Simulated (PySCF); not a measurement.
Molecule (SMILES): FOF.
Geometry (B3LYP-D3(BJ)/def2-TZVP, fixed):
```
O
F 1 1.4020
F 1 1.4020 2 103.99
```

Basis-set convergence of the lowest singlet excitation energy at PBE with PySCF. Tamm-Dancoff approximation; the state is taken by its order, and sets in which it differs in degeneracy or brightness are left out, yet its character can still change. All functions are spherical. Density fitting with generated auxiliary sets. No added dispersion term, no relativity. Reference: the value in d-aug-cc-pVTZ, 4.146 eV, itself unsure by roughly 0.003 eV (its mean distance from aug-cc-pVQZ, aug-pcseg-2, aug-cc-pVTZ). Deviations are taken from unrounded values. Cost is core time over that of def2-SVPD, rough, on shared machines of one kind.

| basis | functions | cost |
|---|---|---|
| def2-SVP | 42 | 0.4× |
| def2-SVPD | 69 | 1× |
| def2-TZVPP | 93 | 1× |
| def2-TZVPPD | 120 | 2× |
| def2-QZVPP | 171 | 4× |
| def2-QZVPPD | 198 | 6× |

### Question
Which is the smallest def2 set listed that can be trusted to 0.05 eV here, that is, within that of the reference together with its larger relatives (same family, alike in diffuse functions; a set with none to test it counts only in the reference's own line)?

### Answer
The smallest set listed that lies within 0.05 eV of the reference with all its larger relatives (same family, alike in diffuse functions; a set with none counts only in the reference's own line) is def2-SVPD (69 functions, 1× in cost, 0.024 eV off). Value minus reference: def2-SVP 0.150, def2-SVPD 0.024, def2-TZVPP 0.033, def2-TZVPPD -0.010, def2-QZVPP 0.018, def2-QZVPPD 0.001 eV.
